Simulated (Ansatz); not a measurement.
```yaml
crystal:
  periodic: [false, false, false]
  atoms:
    - {symbol: Ge, position_ang: [0.000000, 0.000000, -2.176253]}
    - {symbol: Ga, position_ang: [0.000000, 0.000000, 0.207227]}
    - {symbol: H, position_ang: [0.000000, 0.000000, 1.969026]}
basis:
  gaussian: {orbitals: def2-TZVP}
magnetization: {spin_polarized: true, initial_magnetization: 2}
hamiltonian: {xc: pbe0}
relax: {f_tol: 0.004, max_steps: 80}
```

```sh
$ ansatz run in.yaml --threads 1 --pin off --events-out ev --progress --plain --max-ram 2176MiB
```

Steps of the relaxation (energy above the last step; positions in Å, forces in eV/Å):

```
3
step 1, 165.5 meV
Ge    0.000    0.000   -2.176    0.000    0.000    0.141
Ga    0.000    0.000    0.207    0.000    0.000    1.458
H     0.000    0.000    1.969    0.000    0.000   -1.599
```

```
3
step 2, 18.7 meV
Ge    0.000    0.000   -2.090    0.000    0.000    0.146
Ga    0.000    0.000    0.280    0.000    0.000   -0.881
H     0.000    0.000    1.811    0.000    0.000    0.734
```

```
3
step 3, 0.0 meV
Ge    0.000    0.000   -2.098    0.000    0.000   -0.004
Ga    0.000    0.000    0.259    0.000    0.000   -0.027
H     0.000    0.000    1.839    0.000    0.000    0.031
```

```
3
step 4, 0.0 meV
Ge    0.000    0.000   -2.099    0.000    0.000   -0.001
Ga    0.000    0.000    0.259    0.000    0.000    0.001
H     0.000    0.000    1.840    0.000    0.000    0.000
```

Close pairs at the end: Ga2–H3 1.582 Å, Ge1–Ga2 2.358 Å.

A stationary point of unrestricted PBE0 after 4 steps, with ⟨S²⟩ = 2.005 against 2.00 for a pure state; no frequencies were run, so it isn't proven a minimum. 16 s on 1 thread of Intel Xeon 6975P-C, shared host.
